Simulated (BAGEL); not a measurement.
# SiS (SMILES [Si-]#[S+]): NEVPT2(10,8)/6-31G(d) (density fitting with cc-pvqz-jkfit, spherical functions)

Aim: the vertical ionisation energy of SiS at NEVPT2(10,8)/6-31G* (density fitting with cc-pvqz-jkfit, spherical functions), from 2 runs. 

Program for the calculation: BAGEL 1.2.2.

2 further runs of the same task are left out: 2 set aside as unsound or not needed.

## 1. The system as given

SiS has 2 atoms, charge 0, and is taken as a singlet. As SMILES, `[Si-]#[S+]`. Geometry: the measured bond length.

Bond lengths: Si1–S2 1.929 Å.

## 2. The energy at NEVPT2(10,8)/6-31G(d) (density fitting with cc-pvqz-jkfit, spherical functions)

Contents of job.json:

```json
{ "bagel" : [

{
  "title" : "molecule",
  "basis" : "6-31gs.json",
  "df_basis" : "cc-pvqz-jkfit",
  "angstrom" : true,
  "geometry" : [
    { "atom" : "Si", "xyz" : [       0.000000,       0.000000,       0.000000 ] },
    { "atom" : "S", "xyz" : [       0.000000,       0.000000,       1.929321 ] }
  ]
},

{
  "title" : "hf"
},

{
  "title" : "casscf",
  "nstate" : 1,
  "nact" : 8,
  "nclosed" : 10,
  "nspin" : 0,
  "maxiter" : 200,
  "natocc" : true
},

{
  "title" : "nevpt2",
  "nstate" : 1,
  "nact" : 8,
  "nclosed" : 10,
  "nspin" : 0,
  "maxiter" : 200,
  "natocc" : true,
  "ncore" : 10
}

]}
```

The basis set 6-31G* is read from a file made from the Basis Set Exchange's data (not shown).

Started as:

```
BAGEL_NUM_THREADS=1 BAGEL job.json > job.out
```

Log:

```text
* using 1 threads per process

  ===============================================================
  ===============================================================

  *** Geometry ***

  { "atom" : "Si", "xyz" : [      0.000000,      0.000000,      0.000000 ] },
  { "atom" : "S", "xyz" : [      0.000000,      0.000000,      3.645888 ] },

  Number of auxiliary basis functions:      296

  Since a DF basis is specified, we compute 2- and 3-index integrals:
    o Being stored without compression. Storage requirement is 0.003 GB

  Number of basis functions:       36
  Number of electrons      :       30

    * METHOD: MOLECULE                             0.07

  *** RHF ***

  === Nuclear Repulsion ===
    61.4390737415

      * DIIS with orbital gradients will be used.

  === RHF iteration (6-31gs.json) ===
      0       -686.37680699          0.01579049           0.01
      1       -686.40774910          0.01240838           0.01
      2       -686.43883488          0.00099114           0.01
      3       -686.43931815          0.00020575           0.01
      4       -686.43932738          0.00005013           0.01
      5       -686.43932853          0.00001926           0.01
      6       -686.43932876          0.00000385           0.01
      7       -686.43932877          0.00000039           0.01
      8       -686.43932877          0.00000011           0.01
      9       -686.43932877          0.00000002           0.01
     10       -686.43932877          0.00000001           0.01
    * SCF iteration converged.

    * Permanent dipole moment:
           (    0.000000,    -0.000000,     0.988328) a.u.

    * METHOD: HF                                   0.11

  ---------------------------
      CASSCF calculation
  ---------------------------

    * nstate   :      1
    * nclosed  :     10
    * nact     :      8
    * nvirt    :     18
  === CASSCF iteration (6-31gs.json) ===

    * Using the second-order algorithm

      0  0      -686.47681138     5.22e-03      0.03

      1  0      -686.50440090     2.29e-03      0.06

      2  0      -686.50956184     7.08e-04      0.06

      3  0      -686.51069282     3.47e-04      0.06

      4  0      -686.51108894     1.97e-04      0.06

      5  0      -686.51122068     1.17e-04      0.06

      6  0      -686.51126469     7.06e-05      0.06

      7  0      -686.51127981     4.31e-05      0.06

      8  0      -686.51128513     2.63e-05      0.06

      9  0      -686.51128702     1.60e-05      0.06

     10  0      -686.51128770     9.75e-06      0.06

     11  0      -686.51128794     5.91e-06      0.06

     12  0      -686.51128803     3.58e-06      0.06

     13  0      -686.51128806     2.17e-06      0.06

     14  0      -686.51128808     1.31e-06      0.06

     15  0      -686.51128808     7.91e-07      0.06

     16  0      -686.51128808     4.77e-07      0.06

     17  0      -686.51128808     2.88e-07      0.06

     18  0      -686.51128808     1.73e-07      0.06

     19  0      -686.51128808     1.05e-07      0.06

     20  0      -686.51128808     6.30e-08      0.06

     21  0      -686.51128808     3.79e-08      0.06

     22  0      -686.51128808     2.28e-08      0.06

     23  0      -686.51128808     1.37e-08      0.06

     24  0      -686.51128808     8.30e-09      0.05

    * Second-order optimization converged. *

     guess   0:   closed 11111...             open ........

  === FCI iteration ===

      0  0      -686.43607798     5.29e-03      0.00
      1  0      -686.49871163     2.50e-03      0.00
      2  0      -686.50939121     9.46e-04      0.00
      3  0      -686.51115740     2.45e-04      0.00
      4  0      -686.51127447     8.47e-05      0.00
      5  0      -686.51128697     2.33e-05      0.00
      6  0      -686.51128799     6.67e-06      0.00
      7  0      -686.51128808     1.74e-06      0.00
      8  0      -686.51128808     5.49e-07      0.00
      9  0      -686.51128808     1.49e-07      0.00
     10  0      -686.51128808     3.45e-08      0.00
     11  0      -686.51128808     9.99e-09      0.00
     12  0      -686.51128808     2.64e-09      0.00
     13  0      -686.51128808     7.47e-10      0.00
     14  0      -686.51128808     2.74e-10      0.00
     15  0 *    -686.51128808     8.62e-11      0.00

     * ci vector, state   0, <S^2> = -0.0000
       22222...    -0.9635681252
       2222..2.     0.0774981890
       222.22..     0.0774981890
       2.2222..     0.0632922387
       2.222.2.     0.0632922387
       22.22..2     0.0519029347

    * METHOD: CASSCF                               1.48

    * freezing 10 orbitals

  === DF-NEVPT2 calculation ===

    * 3-index integral transformation done
    * assembly done

      NEVPT2 correlation energy:   -0.1188793215      0.01

          (+0)      0.0000000000
          (+0)'     0.0000000000
          (+1)      0.0000000000
          (+1)'     0.0000000000
          (+2)      0.0000000000
          (-1)      0.0000000000
          (-1)'    -0.0585738804
          (-2)     -0.0603054411

      NEVPT2 total energy:       -686.6301674033

    * METHOD: NEVPT2                               6.89

  ===============================================================
```

Wall time 9 s (1 thread of Intel Xeon Platinum 8488C (Sapphire Rapids), shared host); peak memory 0.52 GiB.

## 3. The doublet cation

Contents of input.json:

```json
{ "bagel": [

{
  "title": "molecule",
  "basis": "6-31gs.json",
  "df_basis": "cc-pvqz-jkfit",
  "angstrom": true,
  "geometry": [
    { "atom": "Si", "xyz": [    0.000000,    0.000000,    0.000000 ] },
    { "atom": "S", "xyz": [    0.000000,    0.000000,    1.929321 ] }
  ]
},
{ "title": "hf", "charge": 2 },
{ "title": "casscf", "nstate": 1, "nact": 8, "nclosed": 10, "charge": 1, "nspin": 1, "maxiter": 200, "natocc": true },
{
  "title": "nevpt2",
  "nstate": 1,
  "nact": 8,
  "nclosed": 10,
  "charge": 1,
  "nspin": 1,
  "maxiter": 200,
  "natocc": true,
  "ncore": 10
}

]}
```

The basis set 6-31G* is read from a file made from the Basis Set Exchange's data (not shown).

Started as:

```
BAGEL_NUM_THREADS=1 BAGEL input.json > input.out
```

Log:

```text
* using 1 threads per process

  ===============================================================
  ===============================================================

  *** Geometry ***

  { "atom" : "Si", "xyz" : [      0.000000,      0.000000,      0.000000 ] },
  { "atom" : "S", "xyz" : [      0.000000,      0.000000,      3.645888 ] },

  Number of auxiliary basis functions:      296

  Since a DF basis is specified, we compute 2- and 3-index integrals:
    o Being stored without compression. Storage requirement is 0.003 GB

  Number of basis functions:       36
  Number of electrons      :       30

    * METHOD: MOLECULE                             0.05

  *** RHF ***

  === Nuclear Repulsion ===
    61.4390737415

      * DIIS with orbital gradients will be used.

  === RHF iteration (6-31gs.json) ===
      0       -685.25931189          0.02308387           0.01
      1       -685.30427856          0.02361351           0.01
      2       -685.38476216          0.00350792           0.01
      3       -685.38648971          0.00112005           0.01
      4       -685.38685555          0.00031571           0.01
      5       -685.38691874          0.00015220           0.01
[... 4 lines of this table left out ...]
     10       -685.38694094          0.00000002           0.01
     11       -685.38694094          0.00000000           0.01
    * SCF iteration converged.

    * Permanent dipole moment:
           (   -0.000000,     0.000000,     2.376611) a.u.

    * METHOD: HF                                   0.12

  ---------------------------
      CASSCF calculation
  ---------------------------

    * nstate   :      1
    * nclosed  :     10
    * nact     :      8
    * nvirt    :     18
  === CASSCF iteration (6-31gs.json) ===

    * Using the second-order algorithm

      0  0      -686.12714061     1.70e-02      0.04

      1  0      -686.15946608     1.95e-03      0.07

      2  0      -686.16474272     5.11e-04      0.06

[... 33 lines of this table left out ...]

     20  0      -686.16545307     5.84e-09      0.06

    * Second-order optimization converged. *

     guess   0:   closed 1111....             open ....1...

  === FCI iteration ===

      0  0      -686.06598001     5.25e-03      0.00
      1  0      -686.14501320     2.78e-03      0.00
      2  0      -686.16098444     1.26e-03      0.00
      3  0      -686.16475813     4.73e-04      0.00
      4  0      -686.16528342     2.40e-04      0.00
      5  0      -686.16541578     1.16e-04      0.00
[... 12 lines of this table left out ...]
     18  0      -686.16545307     4.20e-10      0.00
     19  0      -686.16545307     1.70e-10      0.00
    ** throwing out 1 trial vectors **
     20  0 *    -686.16545307     7.87e-11      0.00

     * ci vector, state   0, <S^2> = 0.7500
       2222a...    -0.9461150758
       222.a2..    -0.1136452955
       22.2a.2.    -0.1136452955
       2a2b2a..     0.0841442917
       2ab22.a.     0.0841442917
       22abaab.    -0.0730230783
       22baaba.    -0.0730230783
       2a22b..a    -0.0658376275
       2.22a2..    -0.0543656988
       2.22a.2.    -0.0543656988

    * METHOD: CASSCF                               1.37

    * freezing 10 orbitals

  === DF-NEVPT2 calculation ===

    * 3-index integral transformation done
    * assembly done

      NEVPT2 correlation energy:   -0.1019292479      0.01

          (+0)      0.0000000000
          (+0)'     0.0000000000
          (+1)      0.0000000000
          (+1)'     0.0000000000
          (+2)      0.0000000000
          (-1)      0.0000000000
          (-1)'    -0.0559160132
          (-2)     -0.0460132347

      NEVPT2 total energy:       -686.2673823210

    * METHOD: NEVPT2                               7.20

  ===============================================================
```

Run time: 9 s. Hardware: 1 thread of Intel Xeon Platinum 8488C (Sapphire Rapids), shared host; peak memory 0.53 GiB.

## 4. Outcome

Level: NEVPT2(10,8)/6-31G* (density fitting with cc-pvqz-jkfit, spherical functions), 10 core orbitals frozen.

| quantity | value |
| --- | --- |
| singlet SiS: total energy | -686.63017 Eh |
| doublet cation: total energy | -686.26738 Eh |
| vertical ionisation energy (to the doublet cation) | 9.872 eV |

Removing an electron at fixed nuclei costs 9.87 eV (228 kcal/mol).
